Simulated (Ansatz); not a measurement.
**BHO (SMILES B=O): functionals against CCSD(T) at one geometry**

One table from this session's results is given with a row withheld; the runs are named, their logs left out.

The runs use Ansatz 0.2.0, Gaussian basis; single points in def2-TZVPP.

Cores are frozen in the correlated methods.

### Starting geometry

SMILES `B=O`, 3 atoms, charge 0, spin multiplicity 1.

Atoms are counted from 1 here; the program's logs count them from 0.

Bond lengths: B1–O2 1.352 Å, B1–H3 1.047 Å. Angles: O2–B1–H3 155.7°.

Geometry (Å):

```xyz
3
BHO
B    -0.0644   -0.0156   -0.0879
O     0.9170    0.4173    0.7345
H    -0.9912   -0.4397   -0.3268
```

Set-up of the first run:

run/in.yaml

```yaml
crystal:
  periodic: [false, false, false]
  atoms:
    - {symbol: B, position_ang: [-0.064400, -0.015600, -0.087900]}
    - {symbol: O, position_ang: [0.917000, 0.417300, 0.734500]}
    - {symbol: H, position_ang: [-0.991200, -0.439700, -0.326800]}
basis:
  gaussian: {orbitals: def2-TZVPP}
correlation: {method: ccsd_t}
output: {forces: true}
```

No record of the launch command was kept for these runs.

Steps of the session up to this table: CCSD(T)/def2-TZVPP; PBE0-D4/def2-TZVPP; wB97M-V/def2-TZVPP; r2SCAN-D4/def2-TZVPP; PBE-D4/def2-TZVPP; BHLYP-D4/def2-TZVPP; revPBE-D4/def2-TZVPP.

One of the session's tables, all rows but one given; the rest of the session is left out.

```
   method  RMS force component (eV/Å)  angle to CCSD(T) forces (°)  dipole (D)
  CCSD(T)                       5.219                    reference        2.96
  PBE0-D4                       5.686                          1.5        3.21
  wB97M-V                       5.624                          2.3        3.27
r2SCAN-D4                       5.462                          1.0        3.08
   PBE-D4                       5.211                          0.9        2.89
 BHLYP-D4                       6.019                          4.1        3.55
revPBE-D4                           ?                            ?           ?
```

Q: Estimate the row for revPBE-D4 from the others.

As computed: RMS force component (eV/Å): 5.120; angle to CCSD(T) forces (°): 1.5; dipole (D): 2.88. In the column «RMS force component (eV/Å)» it is the lowest.
